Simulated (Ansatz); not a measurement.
A calculation with Ansatz (development build ahead of 0.2.0).

```yaml
crystal:
  periodic: [false, false, false]
  atoms:
    - { symbol: C, position_ang: [0.87039, -0.00034, 0.00195] }
    - { symbol: C, position_ang: [-0.43405, 0.75262, -0.0007] }
    - { symbol: C, position_ang: [-0.43357, -0.75304, 4.0e-05] }
    - { symbol: H, position_ang: [1.45334, -0.00065, 0.91777] }
    - { symbol: H, position_ang: [-0.72961, 1.26028, 0.91766] }
    - { symbol: H, position_ang: [-0.72602, -1.25975, 0.9187] }
    - { symbol: H, position_ang: [1.45357, -0.00096, -0.91818] }
    - { symbol: H, position_ang: [-0.72743, 1.25916, -0.91595] }
    - { symbol: H, position_ang: [-0.72698, -1.26167, -0.91634] }
basis:
  gaussian: { orbitals: "6-31G" }
hamiltonian:
  xc: hf
```

The input is written out in the form of the current development build from the run's settings.

The run gave:

- Converged: yes
- Total energy: -117.00686 hartree
- Spin squared of the determinant: 0.000
